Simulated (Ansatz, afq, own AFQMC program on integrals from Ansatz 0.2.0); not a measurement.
SiH5O, doublet: AFQMC among the cluster methods

| atom | x (Å) | y (Å) | z (Å) |
| --- | --- | --- | --- |
| Si | -0.9844 | 0.0193 | 0.0000 |
| H | -1.4793 | 1.4190 | 0.0000 |
| H | -1.4793 | -0.6806 | 1.2122 |
| H | -1.4793 | -0.6806 | -1.2122 |
| H | 0.6956 | 0.0193 | 0.0000 |
| O | 1.8326 | 0.0193 | 0.0000 |
| H | 2.0844 | -0.9207 | 0.0000 |

Basis cc-pVDZ. Noble-gas cores (and the filled d shells of Ga–Kr and In–Xe) are frozen. AFQMC by an in-house program on the Cholesky factors that Ansatz 0.2.0 writes for its CCSD(T) run. The CISD trial takes its coefficients from CCSD amplitudes. Released means that phaseless walkers are propagated on without the constraint, phases kept. Uncertainties: one standard error, sampling alone.

Determinant: UHF, the one that the program's search chose, which needn't be the lowest solution. The geometry is a point of a scan.

No full CI on the walks' own integrals is used here; CCSDT(Q) serves as the reference and is uncertain by about the last step of the cluster series.

```
T1 diagnostic                               : 0.0161
weight of the determinant in the CISD state : 0.871
⟨S²⟩ of the determinant                     : 0.778
size of the correlated space                : 15 electrons in 51 orbitals
```

```tsv
level	correlation energy (eV)
MP2	-8.3500
CCSD	-9.3854
CCSD(T)	-9.5774
```

Task: Estimate where AFQMC with the constraint released lies against CCSD(T) on the same integrals.

Result: 49.7 ± 4.3 meV below CCSD(T).

Reference: CCSDT(Q), correlation energy -9.623 eV. The released energy is read at 1.50 1/Eh (meV from the phaseless value at times in 1/Eh: 1 ± 5 at 0.24, -5 ± 4 at 0.51, -10 ± 5 at 0.99, -11 ± 4 at 1.50).

```csv
level,E − E(reference) (meV),share of correlation (%)
CCSD(T),46.0,99.52
CCSDT,19.9,99.79
ph-AFQMC/CISD,7.3 ± 3.3,99.92
released AFQMC,-3.7 ± 4.3,100.04
```

A walk keeps the symmetry of its determinant, which the program's search chose and which needn't be the lowest solution, so a lower state of the same spin and another symmetry isn't excluded. Released energies are given only where the last usable release times agree within the noise; a slower fall can still hide under it.
